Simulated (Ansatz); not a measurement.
# C₂H₅B: vertical ionisation energy

The task here is to estimate one member of a computed series from the others.

Method: unrestricted cation, the program's frozen cores in correlated methods; program: Ansatz 0.2.0, Gaussian basis.

Plan: UKS PBE-D4/def2-TZVPP; UKS r2SCAN-D4/def2-TZVPP; UKS PBE0-D4/def2-TZVPP; UKS B3LYP-D4/def2-TZVPP; UKS wB97X-V/def2-TZVPP; UKS wB97M-V/def2-TZVPP; UKS B2PLYP/def2-TZVPP; UHF-CCSD(T)/def2-TZVPP; UHF-MP2/def2-QZVPP; extrapolation to the limit; then −ε(HOMO) from the neutral's earlier runs with LDA (SPW92), PBE-D4, revPBE-D4, BLYP-D4, r2SCAN-D4, B97M-V, PBE0-D4, B3LYP-D4, r2SCANh-D4, r2SCAN0-D4, HSE06-D4, BHLYP-D4, CAM-B3LYP-D4, LC-ωPBE, ωB97X-V, ωB97M-V.

## The geometry

The geometry comes from an earlier relaxation with PBE0-D4 in a triple-zeta def2 set; it is a stationary point, not always the lowest conformer.

SMILES `BC=C`, 8 atoms, charge 0, spin multiplicity 1.

Atoms are counted from 1 here; the program's logs count them from 0.

Bond lengths: B1–C2 1.534 Å, B1–H4 1.199 Å, B1–H5 1.197 Å, C2–C3 1.339 Å, C2–H6 1.089 Å, C3–H7 1.086 Å, C3–H8 1.087 Å. Angles: C2–B1–H4 118.7°, C2–B1–H5 122.0°, H4–B1–H5 119.3°, B1–C2–C3 120.5°, B1–C2–H6 121.7°, C3–C2–H6 117.7°, C2–C3–H7 120.6°, C2–C3–H8 123.0°, H7–C3–H8 116.4°.

Geometry (Å):

```
B    -0.6192    0.8763   -0.6939
C     0.3220    0.2735    0.3575
C     0.4595   -1.0543    0.4655
H    -1.2264    0.1359   -1.4148
H    -0.7628    2.0583   -0.8134
H     0.8974    0.8995    1.0373
H    -0.0927   -1.7225   -0.1894
H     1.1143   -1.5238    1.1955
```

The first run:

The input, in.yaml:

```yaml
crystal:
  periodic: [false, false, false]
  atoms:
    - {symbol: B, position_ang: [-0.619153, 0.876253, -0.693948]}
    - {symbol: C, position_ang: [0.321991, 0.273488, 0.357517]}
    - {symbol: C, position_ang: [0.459546, -1.054278, 0.465497]}
    - {symbol: H, position_ang: [-1.226394, 0.135876, -1.414830]}
    - {symbol: H, position_ang: [-0.762792, 2.058315, -0.813355]}
    - {symbol: H, position_ang: [0.897394, 0.899504, 1.037344]}
    - {symbol: H, position_ang: [-0.092699, -1.722544, -0.189376]}
    - {symbol: H, position_ang: [1.114308, -1.523813, 1.195451]}
basis:
  gaussian: {orbitals: def2-TZVPP}
total_charge: 1
magnetization: {spin_polarized: true, initial_magnetization: 1}
hamiltonian: {xc: pbe, dispersion: d4}
```

Among the steps run: Cation, UKS PBE-D4/def2-TZVPP; Cation, UKS r2SCAN-D4/def2-TZVPP; Cation, UKS PBE0-D4/def2-TZVPP; Cation, UKS B3LYP-D4/def2-TZVPP; Cation, UKS wB97X-V/def2-TZVPP; Cation, UKS wB97M-V/def2-TZVPP; Cation, UKS B2PLYP (frozen core)/def2-TZVPP; Cation, UHF-CCSD(T)/def2-TZVPP; Cation, UHF-MP2/def2-QZVPP.

One of the session's tables, all rows but one given; the rest of the session is left out.

Orbital estimates, from the neutral's runs:

```
  functional  −ε(HOMO) (eV)
 LDA (SPW92)           7.71
      PBE-D4           7.49
   revPBE-D4           7.41
     BLYP-D4           7.29
   r2SCAN-D4           7.65
      B97M-V           7.63
     PBE0-D4           8.51
    B3LYP-D4              ?
  r2SCANh-D4           8.05
  r2SCAN0-D4           8.64
    HSE06-D4           8.11
    BHLYP-D4           9.34
CAM-B3LYP-D4           9.80
     LC-ωPBE          11.22
     ωB97X-V          10.81
     ωB97M-V          10.74
```

**Question.** Estimate the row for B3LYP-D4.

Worked estimate for «−ε(HOMO) (eV)». Against the share of exact exchange, BLYP-D4 (0, 7.29), BHLYP-D4 (0.5, 9.34) give a slope of 4.10 per unit share; at 0.2 the line stands at 8.11.

As computed: −ε(HOMO) (eV): 8.27. In «−ε(HOMO) (eV)» the line misses by -0.16.
